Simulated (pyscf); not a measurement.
Single points on ωB97X-D3(BJ)/def2-SVP structures (PySCF, gas phase).

**Question.** HO–Bi(OH)–F + water (H₂O) → HO–Bi(OH)–OH + hydrogen fluoride (HF)
Surface: singlet. Broken: Bi–F, H–O. Formed: Bi–O, F–H. Give ΔE‡ and ΔE from ωB97M-D3(BJ)/def2-TZVP, relative to the separated reactants.

**Answer.** ΔE‡ = 6.9 kJ/mol, ΔE = +43.2 kJ/mol. Zero-point energy shifts the barrier by +4.6 kJ/mol. It is a four-centre exchange, with an imaginary mode of 351i cm⁻¹. On the reactant side the descent ends in a bound adduct, 56.3 kJ/mol under the separated species and 57.4 kJ/mol under the saddle at ωB97X-D3(BJ)/def2-TZVP. On the product side the descent ends in a bound adduct, 58.4 kJ/mol under the separated species and 18.4 kJ/mol under the saddle at ωB97X-D3(BJ)/def2-TZVP. At ωB97M-D3(BJ) the saddle lies under the separated products, which points to a path from their complex (located at ωB97X-D3(BJ) alone), and parting the products costs more than the saddle. This is the saddle that the search found; another between the same sides may lie lower. Elements past Kr carry the def2 core potentials, without spin-orbit coupling.
